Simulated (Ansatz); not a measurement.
Reaction: ClF (SMILES FCl) → ClF+ (parent SMILES FCl, doublet) + e-
Each species at its own B3LYP-D3(BJ)/def2-TZVP minimum (Ansatz, a program for electronic structure).

Quantity: adiabatic ionisation energy (electronic), in eV. UHF or UKS for unpaired electrons; spin-orbit terms are left out. CBS(X,Y): correlation extrapolated as X^-3, Hartree-Fock from the larger set (Q,5: extrapolated as (X+1)exp(-9√X)). A bracket is a step between two methods taken in the basis named. The functionals are non-relativistic, so their misses hold any scalar relativity. 'core' is core correlation in cc-pwCVTZ (1s frozen past Ne), 'X2C' scalar relativity in cc-pVTZ-DK, both at CCSD(T).

CCSD(T)/CBS(cc-pV(Q+d)Z,cc-pV(5+d)Z) + [CCSDT(Q) - CCSD(T)]/cc-pV(T+d)Z + [CCSDTQ - CCSDT(Q)]/cc-pV(D+d)Z + core + X2C (Ansatz) gives 12.69 eV.

Task: How far off this value is PBE/def2-TZVPD (Ansatz), in which direction, and which of these levels come nearer: r2SCAN/def2-TZVPD, PBE0/def2-TZVPD, wB97M-V/def2-TZVPD, CCSD(T)/CBS(cc-pV(Q+d)Z,cc-pV(5+d)Z) + core + X2C?

Result: PBE gives 12.35 eV, 0.34 eV below it. Differences of the others: r2SCAN/def2-TZVPD (Ansatz) -0.26; PBE0/def2-TZVPD (Ansatz) -0.20; wB97M-V/def2-TZVPD (Ansatz) -0.14; CCSD(T)/CBS(cc-pV(Q+d)Z,cc-pV(5+d)Z) + core + X2C (Ansatz) 0.01 eV. Nearer than PBE: r2SCAN/def2-TZVPD, PBE0/def2-TZVPD, wB97M-V/def2-TZVPD, CCSD(T)/CBS(cc-pV(Q+d)Z,cc-pV(5+d)Z) + core + X2C.
